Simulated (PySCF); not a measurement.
Isomers of C2H5NO, one GFN2-xTB conformer each. Single-point energies are computed at PBE0/pcSseg-1 (PySCF, gas phase, no added dispersion term), electronic only.

```tsv
SMILES	GFN2-xTB relative energy (kJ/mol)
C/C=N\O	180.7
C/C=N/O	180.4
CC(N)=O	0.0
CNC=O	20.5
```

Conformers: `[CH3:1]/[CH:2]=[N:3]\[OH:4]` with C2–N3–O4–H 180°; `[CH3:1]/[CH:2]=[N:3]/[OH:4]` with C2–N3–O4–H 180°; `[CH3:1][C:2]([NH2:3])=[O:4]` with C1–C2–N3–H -179° and -1°; `[CH3:1][NH:2][CH:3]=[O:4]` with C1–N2–C3–O4 0°.

**Question.** What does PBE0/pcSseg-1 give for the same structures?

**Answer.** 
| SMILES | PBE0/pcSseg-1 E (Eh) | PBE0/pcSseg-1 (kJ/mol) | GFN2-xTB (kJ/mol) | point group |
| --- | --- | --- | --- | --- |
| CC(N)=O | -208.95903 | 0.0 | 0.0 | near Cs |
| CNC=O | -208.94470 | 37.6 | 20.5 | Cs |
| C/C=N/O | -208.87267 | 226.7 | 180.4 | Cs |
| C/C=N\O | -208.87225 | 227.8 | 180.7 | Cs |

Both levels put the same isomer lowest; measured from each level's own lowest isomer, the values differ by up to 47.1 kJ/mol (C/C=N\O: 180.7 against 227.8). As drawn, the lowest has a C=O bond, an N–H bond and a C(=O)–N unit, which the highest lacks; the highest has a C=N bond, an N–O linkage and an O–H bond, which the lowest lacks. Neighbours under 10 kJ/mol apart (C/C=N/O and C/C=N\O) can change places with a better method, another conformer or zero-point energy. C/C=N/O and C/C=N\O are stereoisomers, 1.1 kJ/mol apart in the conformers taken.

**Question.** Which frontier levels, dipoles and rotational constants go with these structures?

**Answer.** 
```tsv
SMILES	HOMO (eV, PBE0/pcSseg-1)	LUMO (eV)	dipole (D)	A, B, C (MHz)
CC(N)=O	-7.28	0.95	3.96	10901, 9433, 5222
CNC=O	-7.42	0.96	3.99	20114, 6255, 4919
C/C=N/O	-7.39	0.31	0.69	47981, 4215, 3970
C/C=N\O	-7.47	0.39	0.70	18833, 6071, 4725
```
